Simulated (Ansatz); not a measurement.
## Worked example: BF⁺, quartet against BF⁺, doublet

Geometry (PBE0/def2-TZVP stationary point of a doublet), kept for both states (BF⁺, doublet: Σ⁺ or Δ; BF⁺, quartet: Σ⁺ or Δ):

```xyz
2

B     0.0000    0.0000    0.0000
F     0.0000    0.0000    1.2123
```

Basis 6-31G; Ansatz 0.2.0. Only valence electrons are correlated (noble-gas cores frozen). R marks a restricted (for open shells ROHF) determinant, U an unrestricted one.

Full CI is exact within this basis and frozen core; it isn't the basis-set limit. The frozen core follows each run's orbitals, which can shift R against U totals by a few meV.

The determinant of the BF⁺ quartet fills πx and πy unequally, so it is a mixture of Σ and Δ, which weighs on every level built on one determinant.

| level | E(BF⁺, doublet) (hartree) | E(BF⁺, quartet) (hartree) |
| --- | --- | --- |
| UHF | -123.687083 | -123.374231 |
| UMP2 | -123.842076 | -123.459882 |
| UCCSD(T) | -123.846210 | -123.473178 |
| PBE | -124.079292 | -123.688977 |
| full CI | -123.846836 | -123.479424 |

Q: Give the vertical gap, BF⁺ quartet less BF⁺ doublet, at each level in eV (1 hartree = 27.2114 eV), and each error against full CI.

A: full CI: (-123.479424 − (-123.846836)) × 27.2114 = 9.998 eV (the reference)
PBE: (-123.688977 − (-124.079292)) × 27.2114 = 10.621 eV, error 0.623 eV
UCCSD(T): (-123.473178 − (-123.846210)) × 27.2114 = 10.151 eV, error 0.153 eV
UMP2: (-123.459882 − (-123.842076)) × 27.2114 = 10.400 eV, error 0.402 eV
UHF: (-123.374231 − (-123.687083)) × 27.2114 = 8.513 eV, error -1.485 eV

Total energies of functionals can't be set beside those of wave-function methods, since they hold the core's correlation and their own absolute errors; only the differences compare.

The set has no polarisation functions, so the order and spacing of states can differ from the basis-set limit.

In so small a basis the reference is far from its limit while semilocal and hybrid functionals are nearer theirs, so the functionals' errors here hold much of the reference's basis and frozen-core error, which can add to them or hide them.

Each level lands on the state that its own search finds. T1 diagnostics of restricted CCSD: 0.027 and 0.011.
